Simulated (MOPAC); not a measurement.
MOPAC input (AM1):

```
AM1 FORCE THERMO(298,298) PRECISE LET GEO-OK AUX(PRECISION=9) THREADS=1
C2H5Cl

C     0.00547102 1    0.79432852 1   -0.01235661 1
C     1.49942269 1    0.64014072 1   -0.01838768 1
Cl   -0.81424759 1   -0.76075294 1    0.01639794 1
H    -0.34126549 1    1.34738061 1    0.89350323 1
H    -0.35155486 1    1.31906582 1   -0.93098723 1
H     1.97632882 1    1.65123888 1   -0.03677244 1
H     1.85093244 1    0.09929782 1    0.89362396 1
H     1.84072468 1    0.07119119 1   -0.91709133 1
```

Problem. Which zero-point energy does it print?

Solution. 41.32 kcal/mol, from the harmonic wavenumbers of AM1.
